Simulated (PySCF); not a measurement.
How the functional moves excitation energies

C3H8O2.
SMILES: `COCOC`

Linear-response calculations in the def2-SVPD basis (PySCF; singlets by full response, triplets Tamm–Dancoff, core orbitals frozen in the response; HF means time-dependent Hartree–Fock). 'Strongest' is the level of largest summed f among the singlets computed (10 roots, of which the last may lack a degenerate partner); it can jump between rows when another state enters that window. S1 is the lowest singlet of each run and needn't be the same state throughout; f(S1) is that of one state. One conformer (not necessarily the lowest) at the PBE0-D3(BJ)/def2-SVP geometry, without solvent, vibrations or thermal averaging.

| functional | kind | S1 (eV) | f(S1) | strongest (eV) | T1 (eV) | HOMO (eV) | gap (eV) | ionisation energy, ΔSCF (eV) |
| --- | --- | --- | --- | --- | --- | --- | --- | --- |
| LDA | LDA | 6.51 | 0.002 | 7.34 | 6.43 | -6.48 | 6.49 | 10.49 |
| PBE | GGA | 6.43 | 0.002 | 7.34 | 6.34 | -6.34 | 6.41 | 10.39 |
| B3LYP | global hybrid, 20% exact exchange | 7.22 | 0.005 | 8.34 | 7.12 | -7.72 | 8.16 | 10.09 |
| PBE0 | global hybrid, 25% exact exchange | 7.50 | 0.006 | 8.62 | 7.36 | -7.96 | 8.70 | 10.10 |
| BHandHLYP | global hybrid, 50% exact exchange | 8.29 | 0.012 | 9.36 | 8.12 | -9.55 | 10.74 | 10.44 |
| CAM-B3LYP | range-separated hybrid | 7.73 | 0.008 | 8.80 | 7.58 | -9.43 | 10.77 | 10.36 |
| wB97X-D | range-separated hybrid | 7.97 | 0.010 | 9.09 | 7.89 | -9.89 | 12.24 | 10.27 |
| LC-wPBE | range-separated hybrid | 8.32 | 0.010 | 9.48 | 8.09 | -10.74 | 13.12 | 10.55 |

Problem. What does HF (Hartree–Fock) give?

Solution. S1 (eV) 9.71, f(S1) 0.044, strongest (eV) 11.01, T1 (eV) 9.24, HOMO (eV) -12.08, gap (eV) 14.68, ionisation energy, ΔSCF (eV) not settled. S1 runs from 6.43 eV (PBE) to 9.71 eV (HF), a spread of 3.28 eV, while the orbital gap spreads over 8.3 eV. Along PBE (0%), B3LYP (20%), PBE0 (25%), BHandHLYP (50%), HF (100%) S1 rises with the share of exact exchange. −ε(HOMO) comes closest to its own ΔSCF ionisation energy with LC-wPBE (+0.19 eV) and misses most with PBE (-4.05 eV). 'Not settled' means that the ion's SCF failed to converge or may have ended in another state than the lowest.
